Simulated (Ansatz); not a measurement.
Consider the hydrogen abstraction from the O–H bond: `BO` + H• → `B[O]`• + H₂.

Gas-phase electronic energies from Ansatz, PBE0-D4/def2-TZVP geometries. CCSD(T)/CBS is extrapolated from def2-TZVPP and def2-QZVPP, frozen cores. Functionals use def2-TZVPP. HSE06 is defined as in plane-wave codes. No spin–orbit coupling; open shells (•) take unrestricted orbitals.

| level | ΔE (kJ/mol) | difference from CCSD(T)/CBS |
| --- | --- | --- |
| BLYP-D4 | -44.4 | -47.8 |
| r2SCANh-D4 | -24.0 | -27.4 |
| CAM-B3LYP-D4 | -14.5 | -17.9 |
| ωB97X-V | -5.4 | -8.8 |
| PBE | -22.8 | -26.2 |
| BLYP | -45.9 | -49.3 |
| r2SCAN | -29.2 | -32.6 |
| HSE06 | -6.0 | -9.4 |
| LC-ωPBE | 5.1 | 1.7 |
| HF/def2-SVP | -3.7 | -7.1 |
| CCSD/def2-SVP | -0.3 | -3.7 |
| CCSD(T)/def2-SVP | -0.9 | -4.3 |
| HF/def2-TZVPP | -9.8 | -13.2 |
| HF/cc-pV(D+d)Z | -9.4 | -12.8 |
| CCSD(T)/cc-pV(Q+d)Z | 1.0 | -2.4 |
| HF/CBS(cc) | -10.7 | -14.1 |
| CCSD(T)/CBS | 3.4 | 0 |

Largest T1 diagnostic among the species: 0.040.

From r2SCAN to r2SCAN0 (25 % exact exchange), in def2-TZVPP and without D4, ΔE moves by +11.4 kJ/mol. In def2-TZVPP, CCSD(T) changes the Hartree–Fock value by +9.6 kJ/mol (the triples alone add +1.6 kJ/mol) and MP2 by +63.5 kJ/mol.
